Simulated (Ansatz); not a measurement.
**What each rung costs and misses: atomization of C$_{4}$H$_{10}$, singlet**

Geometry (MP2(full)/6-31G*, from the G2/97 set):

```
atom    x (Å)    y (Å)    z (Å)
   C   0.7026   1.8209   0.0000
   C   0.7026   0.2963   0.0000
   C  -0.7026  -0.2963   0.0000
   C  -0.7026  -1.8209   0.0000
   H   1.7198   2.2223   0.0000
   H  -1.7198  -2.2223   0.0000
   H   0.1882   2.2104   0.8836
   H   0.1882   2.2104  -0.8836
   H  -0.1882  -2.2104   0.8836
   H  -0.1882  -2.2104  -0.8836
   H   1.2477  -0.0727  -0.8776
   H   1.2477  -0.0727   0.8776
   H  -1.2477   0.0727  -0.8776
   H  -1.2477   0.0727   0.8776
```

Measured, as an electronic atomization energy: 1300.8 kcal/mol (G2/97 heats of formation of molecule and atoms, with zero-point and thermal terms from B3LYP taken off; Curtiss et al., J. Chem. Phys. 106, 1063 (1997), Staroverov et al., J. Chem. Phys. 119, 12129 (2003)). The measured value holds scalar relativity and spin–orbit coupling, which all computed ones lack, and core correlation, which the wave-function levels lack. Atoms are taken at the same level; beside RHF, RMP2 and RCC rows they are unrestricted. The atoms' steps beyond CCSDT(Q) are taken from restricted open-shell runs, which share full CI's core. Ansatz 0.2.0; the 6-31G* set has Cartesian d functions; a miss is computed less measured; times are wall times on shared hosts and scatter by a factor of two or so.

| level | basis | miss (kcal/mol) | time of the run | hardware |
| --- | --- | --- | --- | --- |
| RHF | STO-3G | -42.0 | 0.21 s | 1 CPU thread |
| RCCSD(T) | STO-3G | 83.8 | 0.33 s | 1 CPU thread |
| RHF | 6-31G | -334.2 | 0.57 s | 1 CPU thread |
| SPW92 | 6-31G* | 168.2 | 0.72 s | 1 CPU thread |
| PBE | STO-3G | 298.5 | 0.78 s | 1 CPU thread |
| B3LYP | STO-3G | 264.8 | 0.78 s | 1 CPU thread |
| RHF | 6-31G* | -301.7 | 0.93 s | 1 CPU thread |
| RHF | cc-pVDZ | -315.0 | 1.2 s | 1 CPU thread |
| revPBE | cc-pVTZ | -23.9 | 1.4 s | H100 + 5 CPU threads |
| PBE | 6-31G* | 19.9 | 1.4 s | 1 CPU thread |
| B3LYP | 6-31G | -18.6 | 1.4 s | 1 CPU thread |
| PBE0 | 6-31G | -9.3 | 1.4 s | 1 CPU thread |
| PBE | cc-pVTZ | 13.3 | 1.6 s | H100 + 5 CPU threads |
| RPA-PBE | 6-31G | -198.3 | 1.8 s | 1 CPU thread |
| B3LYP | 6-31G* | -1.8 | 1.8 s | 1 CPU thread |
| PBE0 | 6-31G* | 7.7 | 1.8 s | 1 CPU thread |
| B97M-V | cc-pVTZ | 2.6 | 1.9 s | H100 + 5 CPU threads |
| PBE | cc-pVQZ | 14.2 | 1.9 s | H100 + 5 CPU threads |
| B3LYP | cc-pVDZ | -22.1 | 1.9 s | 1 CPU thread |
| B3LYP | cc-pVQZ | -4.1 | 2 s | H100 + 5 CPU threads |
| PBE-QIDH | cc-pVTZ | -1.7 | 2.1 s | H100 + 5 CPU threads |
| wB97M-V | cc-pVTZ | 2.7 | 2.1 s (with forces) | H100 + 5 CPU threads |
| B2PLYP | 6-31G* | -33.0 | 2.3 s | 1 CPU thread |
| r2SCAN | 6-31G* | 1.1 | 2.5 s | 1 CPU thread |
| RCCSD(T) | 6-31G* | -105.6 | 2.5 s | 1 CPU thread |
| wB97M-V | cc-pVQZ | 2.8 | 2.5 s | H100 + 5 CPU threads |
| BCCD(T) | cc-pVTZ | -25.0 | 2.8 s | H100 + 5 CPU threads |
| r2SCAN | cc-pVDZ | -13.0 | 3 s | 1 CPU thread |
| BCCD(T) | 6-31G* | -105.4 | 3.3 s | 1 CPU thread |
| wB97M-V | STO-3G | 310.0 | 3.6 s | 1 CPU thread |
| B2PLYP | cc-pVQZ | -5.2 | 3.7 s | H100 + 5 CPU threads |
| wB97X-V | cc-pVTZ | 1.3 | 4.2 s | H100 + 5 CPU threads |
| CAM-B3LYP | cc-pVTZ | 3.1 | 6.5 s | H100 + 5 CPU threads |
| B97M-V | 6-31G* | 6.8 | 7 s | 1 CPU thread |
| B97M-V | cc-pVDZ | -1.7 | 7.5 s | 1 CPU thread |
| wB97M-V | cc-pVDZ | -2.3 | 7.5 s | 1 CPU thread |
| RCCSD(T) | cc-pVTZ | -25.3 | 9 s (with forces) | H100 + 5 CPU threads |
| RCCSD(T) | cc-pVQZ | -10.8 | 14 s | H100 + 5 CPU threads |
| RCCSDTQ | STO-3G | 84.2 | 15 s | H100 + 5 CPU threads |
| CISD | 6-31G* | -164.3 | 23 s | 1 CPU thread |

HF's time is that of a plain UHF run.

The smallest set from which on each level stays within 1 kcal/mol of its own cc-pVQZ value: RHF none (cc-pVTZ is 1.1 kcal/mol off); PBE cc-pVTZ; r2SCAN cc-pVTZ; B3LYP none (cc-pVTZ is 1.4 kcal/mol off); wB97M-V cc-pVTZ; B2PLYP none (cc-pVTZ is 5.3 kcal/mol off); RMP2 none (cc-pVTZ is 15.5 kcal/mol off); RCCSD(T) none (cc-pVTZ is 14.4 kcal/mol off).
